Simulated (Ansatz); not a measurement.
# BP+ (quartet): wave-function methods side by side at distance B1–P2 = 2.491 Å, cc-pVDZ

Aim: climb from Hartree-Fock through coupled cluster and multireference methods for BP+ (quartet) at one geometry and basis, and see what each rung misses.

Method: cc-pVDZ, core rule «outside noble gas», up to 6 orbitals frozen; program: Ansatz 0.2.0, Gaussian basis.

To be run: UHF; CCSD(T) on ROHF; CCSD(T) on UHF; BCCD(T) on ROHF; CISD as a restricted active space (open shells left free, so some higher excitations enter); CCSDT(Q) on ROHF; CCSDT(Q) on UHF; CASSCF and MRCISD+Q, 5 electrons in 5 orbitals; CASSCF and NEVPT2, 5 electrons in 5 orbitals; CASSCF and MRCISD+Q, 7 electrons in 8 orbitals; CASSCF and NEVPT4(SD), 7 electrons in 8 orbitals; CASSCF and NEVPT2, 7 electrons in 8 orbitals; Full CI.

15 further runs of the same task are left out: 9 that didn't finish, 6 set aside as unsound or not needed. Runs told in other sessions of the task aren't counted.

## Step 1: The system

The geometry derives from a PBE0/def2-TZVP stationary point (not a proven minimum). One bond is set to the value named and the two fragments are kept rigid.

2 atoms, charge 1, spin multiplicity 4.

Atoms are counted from 1 here; the program's logs count them from 0.

No contacts short enough for the rule that draws bonds.

Coordinates:

```
B     0.00000    0.00000    0.00000
P     0.00000    0.00000    2.49100
```

## Step 2: UHF

Input file in.yaml:

```yaml
crystal:
  periodic: [false, false, false]
  atoms:
    - {symbol: B, position_ang: [0.000000, 0.000000, 0.000000]}
    - {symbol: P, position_ang: [0.000000, 0.000000, 2.491000]}
basis:
  gaussian: {orbitals: cc-pVDZ}
total_charge: 1
magnetization: {spin_polarized: true, initial_magnetization: 3}
hamiltonian: {xc: hf}
output: {orbitals: {seedname: orbitals}}
```

Started as:

```
$ ansatz run in.yaml --threads 1 --pin off --events-out ev --progress --plain --max-ram 2393MiB
```

After this run come: CCSD(T) on ROHF; CCSD(T) on UHF; BCCD(T) on ROHF; CISD as a restricted active space (open shells left free, so some higher excitations enter); CCSDT(Q) on ROHF; CCSDT(Q) on UHF; CASSCF and MRCISD+Q, 5 electrons in 5 orbitals; CASSCF and NEVPT2, 5 electrons in 5 orbitals; CASSCF and MRCISD+Q, 7 electrons in 8 orbitals; CASSCF and NEVPT4(SD), 7 electrons in 8 orbitals; CASSCF and NEVPT2, 7 electrons in 8 orbitals; Full CI.

**Question.** What will the summary of the whole plan be? Wanted: FCI from the RHF energy; RMP2 from FCI; UMP2 from FCI; RCCSD from FCI; RCCSD(T) from FCI; UCCSD(T) from FCI; RCCSDT(Q) from FCI; UCCSDT(Q) from FCI; NEVPT2 pair from FCI.

As calculated:

| quantity | value |
| --- | --- |
| FCI from the ROHF energy | -4.3023 eV |
| RMP2 from FCI | +1283.8 meV |
| UMP2 from FCI | +1300.6 meV |
| RCCSD from FCI | +167.1 meV |
| RCCSD(T) from FCI | +46.8 meV |
| UCCSD(T) from FCI | +48.6 meV |
| RCCSDT(Q) from FCI | +0.8 meV |
| UCCSDT(Q) from FCI | -0.6 meV |
| NEVPT2 pair from FCI | +1185.7 meV |
| MRCISD+Q pair from FCI | -25.8 meV |
| NEVPT2 valence from FCI | +556.6 meV |
| levels within 1 kcal/mol (43 meV) | RCCSDT, UCCSDT, RCCSDT(Q), UCCSDT(Q), MRCISD+Q pair, NEVPT4(SD) valence, MRCISD+Q valence |
| T1 diagnostic | 0.038 |
| effectively unpaired electrons | 3.12 |

**Reading.** RCCSD(T) lands +46.8 meV from the yardstick (1.1 % of the correlation energy). MRCISD+Q pair, MRCISD+Q valence fall below full CI: the +Q correction isn't variational, and the cores differ from full CI's. One determinant dominates. Of the multireference levels listed NEVPT4(SD) valence comes nearest in total energy (+9.5 meV), which doesn't show that its space is the better one. These misses are within one basis, not against nature; the frozen cores of restricted and unrestricted runs differ, which can shift their rows.

Levels on UHF freeze UHF's core orbitals, full CI those of ROHF, so the U rows can settle a little off it for that reason alone.

With open shells the CI space here admits some higher excitations, so it is larger than plain CISD.
